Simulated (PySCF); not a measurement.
Consider `C#C` (C2H2). Coordinates in Å; atoms count from 1 in this order:
```
C    -0.5630    0.0785   -0.2046
C     0.5732   -0.0737    0.1817
H    -1.5730    0.2142   -0.5480
H     1.5832   -0.2094    0.5251
```

Computed at ωB97X-D3(BJ)/ma-def2-TZVP // PBE0-D3(BJ)/ma-def2-SVP with PySCF (density fitting, grid level 2). Zero-point and thermal terms (298.15 K, 1 bar) come from unscaled PBE0-D3(BJ)/ma-def2-SVP harmonic frequencies, with soft modes damped to free rotors in the entropy.

**Question.** What are the vertical and the adiabatic ionisation energy for forming the radical cation?

**Answer.** 11.31 eV vertical and 11.23 eV adiabatic, the latter with zero-point energy.

**Question.** Where does the unpaired spin of the relaxed radical cation sit?

**Answer.** C2 (alkyne carbon) 0.52, C1 (alkyne carbon) 0.52 (intrinsic atomic orbital populations).

**Question.** How far is −ε(HOMO) from the vertical value by ΔSCF?

**Answer.** −ε(HOMO) = 10.91 eV, which is 0.40 eV below the ΔSCF value.
